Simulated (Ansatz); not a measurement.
A nudged elastic band was laid between two geometries of C3H5N (9 atoms, charge 0, multiplicity 1).

Theory: RKS B3LYP-D4/STO-3G (Ansatz 0.2.0).

```json
{
  "movable images": "7",
  "climbing image": "yes",
  "spring": "5.0 eV/Å²",
  "optimiser": "quadratic models (default)",
  "start path": "through a guess of the saddle point",
  "force threshold": "0.03 eV/Å",
  "iteration limit": "60",
  "end points": "relaxed"
}
```

First end point:

```xyz
9
Properties=species:S:1:pos:R:3
C -0.269 1.511 -0.876
C 0.153 0.316 -0.431
N -0.454 -0.277 0.780
C 0.064 -1.448 1.086
H 0.162 1.975 -1.771
H -1.062 2.060 -0.354
H 0.952 -0.248 -0.948
H -0.323 -1.974 1.976
H 0.867 -1.961 0.519
```

Last end point:

```xyz
9
Properties=species:S:1:pos:R:3
C -0.269 1.511 -0.876
C 0.153 0.316 -0.432
N -0.457 -0.279 0.777
C 0.063 -1.448 1.086
H 0.164 1.977 -1.769
H -1.063 2.059 -0.354
H 0.952 -0.248 -0.948
H 0.871 -1.960 0.523
H -0.326 -1.974 1.975
```

Problem. Which bonds break or form, and what moves?

Solution. No bond is made or broken. The dihedral C2–N3–C4–H8 changes from -180 to 0° by way of a nearly straight angle C2–N3–C4 (up to 180°), not by a turn about the bond. The two ends are copies of one structure, up to a mirror image or an exchange of like atoms.

Problem. What energy profile does the band end with?

Solution. The run converged. The highest image is number 4 of 0 to 8, 25.5 kcal/mol above the ends, which have the same energy within 2 meV. A vibrational analysis at the climbing image gives one clearly imaginary mode, 414i cm⁻¹: a first-order saddle point. Limits of this set-up: minimal basis.

```
image  path coordinate (Å)  energy (kcal/mol)  angle C2–N3–C4 (°)
    0                 0.00                0.0                 113
    1                 0.80                1.3                 113
    2                 1.60                2.9                 115
    3                 2.40                8.7                 132
    4                 3.20               25.5                 180
    5                 3.99                8.8                 132
    6                 4.78                2.9                 115
    7                 5.58                1.2                 113
    8                 6.37                0.0                 113
```

Problem. What is the geometry of the highest image?

Solution. 
```xyz
9
Properties=species:S:1:pos:R:3:forces:R:3
C -0.278 1.527 -0.796 0.00 0.00 0.00
C 0.147 0.244 -0.808 0.00 0.00 0.00
N 0.144 -0.632 0.264 0.00 0.00 0.01
C 0.143 -1.435 1.239 0.00 0.00 0.00
H -0.225 2.120 -1.710 0.00 0.00 0.00
H -0.677 2.000 0.104 0.00 0.00 0.00
H 0.550 -0.227 -1.722 0.00 0.00 0.00
H -0.721 -2.107 1.470 0.00 0.00 0.00
H 1.007 -1.538 1.942 0.00 0.00 0.00
```

Problem. What are the harmonic wavenumbers there?

Solution. 414i, 207, 245, 564, 636, 824, 935, 1023, 1065, 1175, 1242, 1377, 1546, 1668, 1792, 2074, 3191, 3308, 3402, 3426, 3582 cm⁻¹.

Time of the run: 3.8 min on 1 thread of Intel(R) Xeon(R) Processor @ 2.70GHz (shared host), peak memory 0.099 GiB.
